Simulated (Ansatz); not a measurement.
# HS (quartet): wave-function methods side by side, aug-cc-pVDZ

Aim: climb from Hartree-Fock through coupled cluster and multireference methods for HS (quartet) at one geometry and basis, and see what each rung misses.

The runs use Ansatz 0.2.0, Gaussian basis; aug-cc-pVDZ, core rule «outside noble gas», up to 5 orbitals frozen.

To be run: UHF; CCSD(T) on ROHF; CCSD(T) on UHF; BCCD(T) on ROHF; CISD; CCSDT(Q) on ROHF; CCSDT(Q) on UHF; CASSCF and MRCISD+Q, 7 electrons in 5 orbitals; CASSCF and MRCISD+Q(relaxed), 7 electrons in 5 orbitals; CASSCF and NEVPT2, 7 electrons in 5 orbitals.

16 further runs of the same task are left out: 7 that didn't finish, 9 set aside as unsound or not needed.

## (1) What is computed

The geometry is a PBE0/def2-TZVPD stationary point (not a proven minimum) of the parent state, kept for this charge and spin.

2 atoms, charge 0, spin multiplicity 4.

Atoms are counted from 1 here; the program's logs count them from 0.

No contacts short enough for the rule that draws bonds.

## (2) UHF

The input, in.yaml:

```yaml
crystal:
  periodic: [false, false, false]
  atoms:
    - {symbol: S, position_ang: [0.000000, 0.000000, 0.000000]}
    - {symbol: H, position_ang: [0.000000, 0.000000, 1.948400]}
basis:
  gaussian: {orbitals: aug-cc-pVDZ}
magnetization: {spin_polarized: true, initial_magnetization: 3}
hamiltonian: {xc: hf}
output: {orbitals: {seedname: orbitals}}
```

Run with:

```sh
$ ansatz run in.yaml --threads 1 --pin off --events-out ev --progress --plain --max-ram 2393MiB
```

After this run come: CCSD(T) on ROHF; CCSD(T) on UHF; BCCD(T) on ROHF; CISD; CCSDT(Q) on ROHF; CCSDT(Q) on UHF; CASSCF and MRCISD+Q, 7 electrons in 5 orbitals; CASSCF and MRCISD+Q(relaxed), 7 electrons in 5 orbitals; CASSCF and NEVPT2, 7 electrons in 5 orbitals.

Before running them: what should the planned runs give, taken together? Wanted: UCCSDT(Q) below the RHF energy; RMP2 from UCCSDT(Q); UMP2 from UCCSDT(Q); RCCSD from UCCSDT(Q); RCCSD(T) from UCCSDT(Q); UCCSD(T) from UCCSDT(Q); RCCSDT(Q) from UCCSDT(Q); NEVPT2 valence from UCCSDT(Q); MRCISD+Q valence from UCCSDT(Q).

The runs gave:

| quantity | value |
| --- | --- |
| UCCSDT(Q) below the RHF energy | -3.5401 eV |
| RMP2 from UCCSDT(Q) | +692.1 meV |
| UMP2 from UCCSDT(Q) | +718.4 meV |
| RCCSD from UCCSDT(Q) | +94.6 meV |
| RCCSD(T) from UCCSDT(Q) | +21.1 meV |
| UCCSD(T) from UCCSDT(Q) | +20.4 meV |
| RCCSDT(Q) from UCCSDT(Q) | +0.3 meV |
| NEVPT2 valence from UCCSDT(Q) | +864.9 meV |
| MRCISD+Q valence from UCCSDT(Q) | +15.5 meV |
| MRCISD+Q(relaxed) valence from UCCSDT(Q) | -7.3 meV |
| levels within 1 kcal/mol (43 meV) | RCCSD(T), UCCSD(T), BCCD(T), RCCSDT, UCCSDT, RCCSDT(Q), MRCISD+Q valence, MRCISD+Q(relaxed) valence |
| T1 diagnostic | 0.025 |
| effectively unpaired electrons | 3.00 |

In words: RCCSD(T) lands +21.1 meV from the yardstick (0.6 % of the correlation energy). One determinant dominates. Of the multireference levels listed MRCISD+Q(relaxed) valence comes nearest in total energy (-7.3 meV), which doesn't show that its space is the better one. These misses are within one basis, not against nature; the frozen cores of restricted and unrestricted runs differ, which can shift their rows.
